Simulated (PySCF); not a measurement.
Rock-salt LiF: correlation energy from several methods in one and the same small orbital space (PySCF; 2 atoms at the zone centre, 8 electrons in 17 orbitals, empty ones MP2 natural orbitals of a TZ basis, lattice constant set to 4.22751 Å). Its volume lies 16 % above that of the crystal's usual cell. It tests the methods against each other and lies far from the crystal's limit.

```json
[
 {"method": "MP2", "E_corr (eV per atom)": "-2.6977", "share of full CI (%)": "93.6", "error (meV)": "186"},
 {"method": "CCSD", "E_corr (eV per atom)": "-2.8558", "share of full CI (%)": "99.0", "error (meV)": "28"},
 {"method": "CCSD(T)", "E_corr (eV per atom)": "-2.8772", "share of full CI (%)": "99.8", "error (meV)": "6"},
 {"method": "CCSDT", "E_corr (eV per atom)": "-2.8793", "share of full CI (%)": "99.9", "error (meV)": "4"},
 {"method": "CCSDT(Q)", "E_corr (eV per atom)": "-2.8835", "share of full CI (%)": "100.0", "error (meV)": "0"},
 {"method": "CCSDTQ", "E_corr (eV per atom)": "-2.8833", "share of full CI (%)": "100.0", "error (meV)": "0"},
 {"method": "full CI", "E_corr (eV per atom)": "-2.8834", "share of full CI (%)": "100.0", "error (meV)": "0"}
]
```

The Hartree–Fock determinant has a weight of 0.96 in the full CI state.

MP2, (T) and (Q) use filled levels shifted down by the Madelung term, which in so small a cell is a large part of the gap, so these rows hang on it.
